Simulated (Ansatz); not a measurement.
A nudged elastic band was laid between two geometries of H2 + H5NSi (9 atoms, charge 0, multiplicity 1).

All numbers below come from RKS PBE/6-31G* (Ansatz 0.2.0).

```
movable images  : 7
climbing image  : yes
spring          : 5.0 eV/Å²
optimiser       : quadratic models (default)
start path      : through a guess of the saddle point
force threshold : 0.05 eV/Å
iteration limit : 60
end points      : relaxed
```

Initial state:

```xyz
9
Properties=species:S:1:pos:R:3
Si -0.220 0.611 -0.009
N 0.164 0.342 1.675
H -0.491 -0.203 2.240
H 1.123 0.090 1.917
H 0.790 1.583 -0.545
H -1.598 1.204 -0.068
H -0.215 -0.586 -0.933
H 1.177 -3.112 2.047
H 0.920 -2.431 1.855
```

Final state:

```xyz
9
Properties=species:S:1:pos:R:3
Si 0.370 0.111 -0.378
N -0.020 -0.701 2.309
H -0.975 -1.033 2.490
H 0.151 0.056 2.981
H 0.570 0.550 -1.813
H 0.469 1.360 0.441
H -0.991 -0.511 -0.335
H 1.470 -0.865 -0.095
H 0.605 -1.470 2.579
```

Task: Which bonds break or form, and what moves?

Result: Bonds broken: Si1–N2, H8–H9. Bonds formed: Si1–H8, N2–H9. H2 + H5NSi becomes H3N + H4Si.

Task: What energy profile does the band end with?

Result: It converged. The highest image is number 5 of 0 to 8, 41.5 kcal/mol above the first end and 41.2 kcal/mol above the last; the last end lies 0.3 kcal/mol above the first. The profile has 3 maxima (images 2, 5, 7) with wells between them (images 3, 6): this band takes more than one step, which may be the mechanism or a detour left from its start path. A structure lower than the first end lies on the path between it and the top, so the climb from that side starts below the end, which may itself be a saddle point or a shallow side well. Neighbouring images differ by up to 1.8 eV, so the band resolves the path poorly. A vibrational analysis at the climbing image gives one clearly imaginary mode, 1353i cm⁻¹: a first-order saddle point. The orbitals stay closed-shell, which can raise the energy where a bond breaks towards radicals; this wasn't checked here.

| image | path coordinate (Å) | energy (kcal/mol) | Si1–N2 (Å) | H8–H9 (Å) | Si1–H8 (Å) |
| --- | --- | --- | --- | --- | --- |
| 0 | 0.00 | 0.0 | 1.75 | 0.75 | 4.48 |
| 1 | 1.64 | 0.2 | 1.75 | 0.75 | 4.26 |
| 2 | 3.27 | 0.4 | 1.75 | 0.75 | 4.07 |
| 3 | 4.91 | -0.4 | 1.75 | 0.75 | 4.57 |
| 4 | 6.55 | 0.5 | 1.75 | 0.76 | 3.37 |
| 5 | 8.18 | 41.5 | 1.92 | 1.16 | 1.91 |
| 6 | 10.74 | 0.4 | 2.91 | 2.84 | 1.50 |
| 7 | 13.31 | 3.3 | 3.87 | 2.96 | 1.50 |
| 8 | 15.87 | 0.3 | 2.83 | 2.88 | 1.50 |

Task: What is the geometry of the highest image?

Result: 
```xyz
9
Properties=species:S:1:pos:R:3:forces:R:3
Si 0.037 -0.035 0.113 0.00 0.00 0.00
N 0.173 -0.305 2.011 0.01 0.00 0.00
H -0.709 -0.503 2.504 0.00 0.00 0.00
H 0.692 0.419 2.528 0.00 0.00 0.00
H 1.251 0.487 -0.590 0.00 0.00 0.00
H -0.821 1.224 0.240 0.00 0.00 0.00
H -0.874 -0.961 -0.630 0.00 0.00 0.00
H 1.086 -1.587 0.465 0.00 0.00 0.00
H 0.814 -1.241 1.539 0.00 0.00 0.00
```

The band took 29 iterations and of the order of 4 core-minutes.

Time of the run: 4.1 min on 1 thread of Arm Neoverse V2, with other jobs on the host, peak memory 0.089 GiB.
